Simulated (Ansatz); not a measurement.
# CH₄Si (SMILES C=[SiH2]): a rigid scan of the dihedral angle H3–C1–Si2–H5

How does the energy rise as the dihedral angle H3–C1–Si2–H5 leaves its equilibrium value, and do density functionals follow CCSD(T)? No other atom is relaxed.

Computed with Ansatz 0.2.0, Gaussian basis. Level: single points in def2-TZVPP.

Levels: PBE-D4, r2SCAN-D4, PBE0-D4, B3LYP-D4, wB97M-V, Hartree-Fock, MP2, CCSD, CCSD(T). The scan takes 8.4, 34.1, 59.8, 85.5, 111.2, 137.0, 162.7°.

Correlated methods freeze the cores. B3LYP uses VWN-RPA correlation.

36 further runs of the same task are left out: 36 set aside as unsound or not needed.

## 1. The system as given

SMILES `C=[SiH2]`, 6 atoms, charge 0, spin multiplicity 1.

Atoms are counted from 1 here; the program's logs count them from 0.

Bond lengths: C1–Si2 1.748 Å, C1–H3 1.077 Å, C1–H4 1.077 Å, Si2–H5 1.458 Å, Si2–H6 1.458 Å. Angles: Si2–C1–H3 122.4°, Si2–C1–H4 122.5°, H3–C1–H4 115.0°, C1–Si2–H5 124.5°, C1–Si2–H6 124.6°, H5–Si2–H6 110.9°.

Coordinates:

```xyz
6
CH4Si
C    -0.7387   -0.5472   -0.2651
Si    0.6113    0.4518    0.2183
H    -1.4085   -0.9966    0.4481
H    -0.9629   -0.7582   -1.2967
H     0.9530    0.7660    1.6007
H     1.5459    1.0842   -0.7053
```

## 2. Finding the minimum

File relax/in.yaml:

```yaml
crystal:
  periodic: [false, false, false]
  atoms:
    - {symbol: C, position_ang: [-0.738690, -0.547160, -0.265100]}
    - {symbol: Si, position_ang: [0.611270, 0.451760, 0.218260]}
    - {symbol: H, position_ang: [-1.408510, -0.996610, 0.448130]}
    - {symbol: H, position_ang: [-0.962920, -0.758160, -1.296740]}
    - {symbol: H, position_ang: [0.952980, 0.765970, 1.600750]}
    - {symbol: H, position_ang: [1.545870, 1.084200, -0.705300]}
basis:
  gaussian: {orbitals: def2-TZVP}
hamiltonian: {xc: pbe0, dispersion: d4}
relax: {f_tol: 0.005, max_steps: 200}
```

The command line of these runs was not kept.

Further steps of the session: Reference energies at the minimum; H3–C1–Si2–H5 = 8.4°; H3–C1–Si2–H5 = 34.1°; H3–C1–Si2–H5 = 59.8°; H3–C1–Si2–H5 = 85.5°; H3–C1–Si2–H5 = 111.2°; H3–C1–Si2–H5 = 137.0°; H3–C1–Si2–H5 = 162.7°.

What does the calculation give? Wanted: highest point, CCSD(T); lowest point, CCSD(T); RMS deviation from CCSD(T); largest T1 diagnostic.

**Answer**, as computed:

```
                  quantity                                                                                               value
    highest point, CCSD(T)                                                                                  2088 meV at 85.5 °
     lowest point, CCSD(T)                                                                                      0 meV at 0.1 °
RMS deviation from CCSD(T)  PBE-D4 28, r2SCAN-D4 24, PBE0-D4 11, B3LYP-D4 12, wB97M-V 24, Hartree-Fock 60, MP2 37, CCSD 22 meV
     largest T1 diagnostic                                                                                               0.090
```

In words: Over the points sampled the torsion costs at most 2088 meV, enough to slow or lock the rotation at room temperature. A rigid scan overstates barriers, since nothing else may give way. PBE0-D4 follows the CCSD(T) curve best and Hartree-Fock worst. The T1 diagnostic is large here, over the usual mark for main-group molecules (transition-metal compounds often pass it harmlessly), so CCSD(T) itself may be off. The restricted Hartree–Fock reference is unstable towards an unrestricted one at one or more of these structures.
